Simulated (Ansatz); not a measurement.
# BH2SF (SMILES FBS): BHLYP/def2-SVPD

What is the vertical ionisation energy of BH2SF at BHLYP/def2-SVPD? 

The results are computed with Ansatz 0.2.0.

59 further runs of the same task are left out: 59 set aside as unsound or not needed.

**1. The structure to begin with**

The species is BH2SF (5 atoms), meant as a singlet with charge 0. SMILES: `FBS`. The shape is that of a PBE0-D4/def2-TZVP optimisation. This is one conformer, not always the lowest.

Bond lengths: F1–B2 1.322 Å, B2–S3 1.794 Å, B2–H4 1.194 Å, S3–H5 1.342 Å. Angles: F1–B2–S3 117.9°, F1–B2–H4 119.5°, S3–B2–H4 122.6°, B2–S3–H5 94.9°.

**2. A single-point energy at BHLYP/def2-SVPD**

Input file input.yaml:

```yaml
crystal:
  periodic: [false, false, false]
  atoms:
    - {symbol: F, position_ang: [-1.119100, -0.905900, -1.069200]}
    - {symbol: B, position_ang: [-0.412800, -0.339100, -0.106100]}
    - {symbol: S, position_ang: [0.972400, 0.698600, -0.579400]}
    - {symbol: H, position_ang: [-0.712000, -0.530900, 1.033700]}
    - {symbol: H, position_ang: [1.321400, 1.003700, 0.679600]}
basis:
  gaussian: {orbitals: def2-SVPD}
hamiltonian: {xc: {name: BHLYP}}
accuracy: high
output: {orbitals: {seedname: orbitals}}
```

On the command line:

```sh
$ ansatz run input.yaml --threads 1 --pin off --max-ram 2610MiB --events-out events.jsonl --progress --plain --runs-dir runs
```

Log:

```text
Warning: RAYON_NUM_THREADS=1 ignored (pool sized by the plan → 1); use --threads N
Functional definition: BHLYP
  name "BHLYP"
  parameter a = 0.5
  exchange = (1 - a)*b88_x + a*exact_x
  correlation = lyp_c
1673 factors; integrals over basis functions are off by at most 3.4e-9 eV
mean field evaluation 1: about -14254.9855 eV, gradient 2.5e1 eV
mean field evaluation 2: about -14254.9939 eV, gradient 2.8e1 eV
mean field evaluation 4: about -14256.1489 eV, gradient 6.9e-1 eV
mean field evaluation 8: about -14256.1524 eV, gradient 7.8e-3 eV
mean field evaluation 16: about -14256.1524 eV, gradient 4.9e-7 eV
mean field -14256.15235978 eV, -523.9039360549 hartree, gradient 3.8e-8 eV, S^2 0.000000; 0 other end points of the search recorded, 0 dependent functions left out
reference -14256.15238384 eV, -523.9039369390 hartree; 16, 16 occupied and 70, 70 virtual orbitals, 1673 factors
Total energy: -14256.15238384 eV, -523.9039369390 hartree
```

It took 4.8 s on 1 thread of Arm Neoverse V1, shared host; peak memory 0.22 GiB.

**3. The doublet cation, same level**

Input file in.yaml:

```yaml
basis:
  gaussian: {orbitals: def2-SVPD}
crystal:
  periodic: [false, false, false]
  atoms:
    - {symbol: F, position_ang: [-1.119100, -0.905900, -1.069200]}
    - {symbol: B, position_ang: [-0.412800, -0.339100, -0.106100]}
    - {symbol: S, position_ang: [0.972400, 0.698600, -0.579400]}
    - {symbol: H, position_ang: [-0.712000, -0.530900, 1.033700]}
    - {symbol: H, position_ang: [1.321400, 1.003700, 0.679600]}
total_charge: 1
magnetization: {spin_polarized: true, initial_magnetization: 1}
hamiltonian: {xc: {name: BHLYP}}
accuracy: high
output: {orbitals: {seedname: orbitals}}
```

On the command line:

```sh
$ ansatz run in.yaml --threads 1 --pin off --max-ram 2610MiB --events-out events.jsonl --progress --plain --runs-dir runs
```

Log:

```text
Warning: RAYON_NUM_THREADS=1 ignored (pool sized by the plan → 1); use --threads N
Functional definition: BHLYP
  name "BHLYP"
  parameter a = 0.5
  exchange = (1 - a)*b88_x + a*exact_x
  correlation = lyp_c
1673 factors; integrals over basis functions are off by at most 3.4e-9 eV
mean field evaluation 1: about -14239.1154 eV, gradient 4.2e1 eV
mean field evaluation 2: about -14215.2468 eV, gradient 8.5e1 eV
mean field evaluation 4: about -14245.2205 eV, gradient 2.9e0 eV
mean field evaluation 8: about -14245.3040 eV, gradient 2.0e-1 eV
mean field evaluation 16: about -14245.3044 eV, gradient 2.3e-4 eV
mean field evaluation 32: about -14245.1949 eV, gradient 1.7e0 eV
mean field -14245.30438698 eV, -523.5052804074 hartree, gradient 9.2e-8 eV, S^2 0.755003; 2 other end points of the search recorded, 0 dependent functions left out
reference -14245.30441247 eV, -523.5052813440 hartree; 16, 15 occupied and 70, 71 virtual orbitals, 1673 factors
Total energy: -14245.30441247 eV, -523.5052813440 hartree
```

Wall time 9.9 s (1 thread of Arm Neoverse V1, shared host); peak memory 0.3 GiB.

**4. What came out**

At BHLYP/def2-SVPD:

| quantity | value |
| --- | --- |
| singlet BH2SF: total energy | -523.90394 Eh |
| singlet BH2SF: HOMO energy | -9.47 eV |
| singlet BH2SF: LUMO energy | 0.24 eV |
| singlet BH2SF: HOMO–LUMO gap | 9.72 eV |
| doublet cation: total energy | -523.50528 Eh |
| doublet cation: HOMO energy (highest over α and β) | -17.72 eV |
| doublet cation: LUMO energy (lowest over α and β) | -12.31 eV |
| doublet cation: ⟨S²⟩ | 0.755 |
| vertical ionisation energy (to the doublet cation) | 10.848 eV |

What this shows: The vertical ionisation energy comes to 10.85 eV (250 kcal/mol). −ε(HOMO) before ionisation, 9.47 eV, is 1.38 eV below this ionisation energy.
